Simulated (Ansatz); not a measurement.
**C₃H₉NS: up Jacob's ladder to CCSD(T)**

An exercise on one series of results from a longer session: the logs are not shown, and one member is left open.

Computed with Ansatz 0.2.0, Gaussian basis. Level: functionals in def2-TZVPP, the program's frozen cores in correlated methods.

Plan: LDA (SPW92), PBE-D4, revPBE-D4, BLYP-D4, r2SCAN-D4, B97M-V, PBE0-D4, B3LYP-D4, r2SCANh-D4, r2SCAN0-D4, HSE06-D4, BHLYP-D4, CAM-B3LYP-D4, LC-ωPBE, ωB97X-V, ωB97M-V, B2PLYP, PBE-QIDH; CCSD(T)/def2-SVP; CCSD(T)/def2-TZVPP; MP2/def2-QZVPP; extrapolation to the limit; RPA on PBE.

## The relaxed structure

The geometry comes from an earlier relaxation with PBE0-D4 in a triple-zeta def2 set; it is a stationary point, not always the lowest conformer.

14 atoms, charge 0, spin multiplicity 1.

Atoms are counted from 1 here; the program's logs count them from 0.

Bond lengths: C1–S2 1.798 Å, C1–H6 1.090 Å, C1–H7 1.092 Å, C1–H8 1.091 Å, S2–C3 1.805 Å, C3–C4 1.526 Å, C3–H9 1.094 Å, C3–H10 1.095 Å, C4–N5 1.447 Å, C4–H11 1.095 Å, C4–H12 1.095 Å, N5–H13 1.015 Å, N5–H14 1.013 Å. Angles: S2–C1–H6 106.7°, S2–C1–H7 110.9°, S2–C1–H8 112.2°, H6–C1–H7 108.7°, H6–C1–H8 108.5°, H7–C1–H8 109.8°, C1–S2–C3 100.5°, S2–C3–C4 114.4°, S2–C3–H9 104.8°, S2–C3–H10 108.9°, C4–C3–H9 110.1°, C4–C3–H10 111.1°, H9–C3–H10 107.3°, C3–C4–N5 115.9°, C3–C4–H11 109.3°, C3–C4–H12 108.3°, N5–C4–H11 108.4°, N5–C4–H12 108.6° and more.

Set-up of the first run:

in.yaml

```yaml
crystal:
  periodic: [false, false, false]
  atoms:
    - {symbol: C, position_ang: [-1.346538, 1.078402, 1.281423]}
    - {symbol: S, position_ang: [0.099985, 1.561266, 0.329633]}
    - {symbol: C, position_ang: [0.035792, 0.346969, -1.004193]}
    - {symbol: C, position_ang: [0.395670, -1.074047, -0.579515]}
    - {symbol: N, position_ang: [1.711795, -1.248074, -0.004243]}
    - {symbol: H, position_ang: [-1.441201, 1.797296, 2.095755]}
    - {symbol: H, position_ang: [-2.248606, 1.123988, 0.668057]}
    - {symbol: H, position_ang: [-1.242510, 0.081460, 1.711234]}
    - {symbol: H, position_ang: [0.753165, 0.710042, -1.746517]}
    - {symbol: H, position_ang: [-0.956450, 0.381209, -1.466453]}
    - {symbol: H, position_ang: [-0.346215, -1.436087, 0.139629]}
    - {symbol: H, position_ang: [0.307525, -1.727748, -1.454035]}
    - {symbol: H, position_ang: [1.837359, -0.580740, 0.750029]}
    - {symbol: H, position_ang: [2.427328, -1.043339, -0.692003]}
basis:
  gaussian: {orbitals: def2-TZVPP}
hamiltonian: {xc: lda}
output: {orbitals: {seedname: orbitals}}
```

Started as:

```bash
$ ansatz run in.yaml --threads 4 --pin off --events-out ev --progress --plain --max-ram 10444MiB
```

Steps of the session up to this table: LDA; PBE-D4 (GGA); revPBE-D4 (GGA); BLYP-D4 (GGA); r2SCAN-D4 (meta-GGA); B97M-V (meta-GGA); PBE0-D4 (hybrid); B3LYP-D4 (hybrid); r2SCANh-D4 (hybrid); r2SCAN0-D4 (hybrid); HSE06-D4 (hybrid); BHLYP-D4 (hybrid); CAM-B3LYP-D4 (range-separated); LC-ωPBE (range-separated); ωB97X-V (range-separated); ωB97M-V (range-separated); B2PLYP (double hybrid); PBE-QIDH (double hybrid).

One table of the session follows, with a row left open; its other results are not shown here.

It belongs to the step «Frontier levels by functional». 

| functional | HOMO (eV) | LUMO (eV) | gap (eV) |
| --- | --- | --- | --- |
| LDA (SPW92) | -5.28 | -0.16 | 5.12 |
| PBE-D4 | -5.16 | 0.01 | 5.17 |
| revPBE-D4 | -5.11 | 0.10 | 5.20 |
| BLYP-D4 | -5.03 | 0.07 | 5.10 |
| r2SCAN-D4 | -5.38 | 0.41 | 5.79 |
| B97M-V | -5.50 | 0.23 | 5.73 |
| PBE0-D4 | -6.39 | 0.94 | 7.33 |
| B3LYP-D4 | ? | ? | ? |
| r2SCANh-D4 | -5.85 | 0.76 | 6.60 |
| r2SCAN0-D4 | -6.54 | 1.24 | 7.78 |
| HSE06-D4 | -5.99 | 0.56 | 6.55 |
| BHLYP-D4 | -7.51 | 1.64 | 9.15 |
| CAM-B3LYP-D4 | -7.75 | 1.79 | 9.54 |
| LC-ωPBE | -9.13 | 3.10 | 12.23 |
| ωB97X-V | -8.78 | 2.88 | 11.66 |
| ωB97M-V | -8.63 | 2.48 | 11.11 |

Q: Estimate the row for B3LYP-D4 from the others.

Worked estimate for «HOMO (eV)». Against the share of exact exchange, BLYP-D4 (0, -5.03), BHLYP-D4 (0.5, -7.51) give a slope of -4.96 per unit share; at 0.2 the line stands at -6.02.

The run gave: HOMO (eV): -6.18; LUMO (eV): 0.63; gap (eV): 6.81. In «HOMO (eV)» the line misses by +0.16.
